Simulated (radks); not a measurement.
**S²⁻ held by a Watson sphere**

Aim: the size and levels of S²⁻ inside a shell of charge +2 and radius R, which stands for the Madelung well of a crystal, for several R.

The numbers are computed with radks (a radial shooting solver on a logarithmic mesh, Libxc functionals) version 1 (scalar-relativistic Kohn-Sham, LB94 model potential, spin-polarised, spherical densities, point nucleus), except any that are marked as measured or tabulated.

### Step 1. The system

| Item | Value |
| --- | --- |
| element | sulfur (Z = 16) |
| charge | -2 |
| electrons | 18 |
| configuration | [Ar] |

The outer shells:

S²⁻
```
[Ne] core
3s [↑↓]
3p [↑↓][↑↓][↑↓]
```

LB94 adds a gradient term to the LDA potential that gives it a −1/r tail. It is a model potential with no energy functional, so Etot and Exc are not given.

### Step 2. R = 2.01 bohr

Input:

```text
Z 16
configuration [Ar]
relativity scalar-relativistic
functional lda,pw
model_potential LB94
spin polarised
nucleus point
c 137.035999084
watson charge 2 radius 2.01 bohr
response adiabatic LDA kernel
```

Run with:

```bash
> python run_ks.py task.json out
```

This one command runs every case of the session in turn.

### Step 3. R = 2.11 bohr

Changes since step 2:

```diff
@@ -8,3 +8,3 @@
 c 137.035999084
-watson charge 2 radius 2.01 bohr
+watson charge 2 radius 2.11 bohr
 response adiabatic LDA kernel
```

### Step 4. R = 2.98 bohr

Changes since step 3:

```diff
@@ -8,3 +8,3 @@
 c 137.035999084
-watson charge 2 radius 2.11 bohr
+watson charge 2 radius 2.98 bohr
 response adiabatic LDA kernel
```

### Step 5. R = 3.16 bohr

Changes since step 4:

```diff
@@ -8,3 +8,3 @@
 c 137.035999084
-watson charge 2 radius 2.98 bohr
+watson charge 2 radius 3.16 bohr
 response adiabatic LDA kernel
```

### Step 6. R = 3.44 bohr

Changes since step 5:

```diff
@@ -8,3 +8,3 @@
 c 137.035999084
-watson charge 2 radius 3.16 bohr
+watson charge 2 radius 3.44 bohr
 response adiabatic LDA kernel
```

### Step 7. R = 3.6 bohr

Changes since step 6:

```diff
@@ -8,3 +8,3 @@
 c 137.035999084
-watson charge 2 radius 3.44 bohr
+watson charge 2 radius 3.6 bohr
 response adiabatic LDA kernel
```

### Step 8. R = 3.91 bohr

Changes since step 7:

```diff
@@ -8,3 +8,3 @@
 c 137.035999084
-watson charge 2 radius 3.6 bohr
+watson charge 2 radius 3.91 bohr
 response adiabatic LDA kernel
```

### Step 9. R = 4.01 bohr

Changes since step 8:

```diff
@@ -8,3 +8,3 @@
 c 137.035999084
-watson charge 2 radius 3.91 bohr
+watson charge 2 radius 4.01 bohr
 response adiabatic LDA kernel
```

### Step 10. R = 4.52 bohr

Changes since step 9:

```diff
@@ -8,3 +8,3 @@
 c 137.035999084
-watson charge 2 radius 4.01 bohr
+watson charge 2 radius 4.52 bohr
 response adiabatic LDA kernel
```

What does the calculation give? Wanted: for each run, R; highest level; its <r>; sum of <r²>; α.

**Answer**, as computed:

| R (bohr) | highest level (eV) | its <r> (bohr) | sum of <r²> (bohr²) | α (bohr³) |
| --- | --- | --- | --- | --- |
| 2.01 | -12.873 | 2.075 | 39.65 | 23.41 |
| 2.11 | -12.604 | 2.102 | 40.57 | 24.76 |
| 2.98 | -10.287 | 2.299 | 47.91 | 40.13 |
| 3.16 | -9.844 | 2.333 | 49.25 | 44.12 |
| 3.44 | -9.191 | 2.380 | 51.23 | 50.89 |
| 3.6 | -8.839 | 2.405 | 52.30 | 55.05 |
| 3.91 | -8.198 | 2.448 | 54.26 | 63.75 |
| 4.01 | -8.002 | 2.461 | 54.86 | 66.74 |
| 4.52 | -7.089 | 2.519 | 57.74 | 83.33 |

From R = 2.01 to 4.52 bohr the top level moves from -12.873 to -7.089 eV and its mean radius from 2.08 to 2.52 bohr. A wider sphere makes a shallower well, so the ion swells. The polarisability goes from 23.4 to 83.3 bohr³. Response by self-consistent Sternheimer equations with the Hartree and adiabatic LDA kernel, the relativistic mass of each level held fixed and spin-orbit coupling left out. The sphere does not respond.
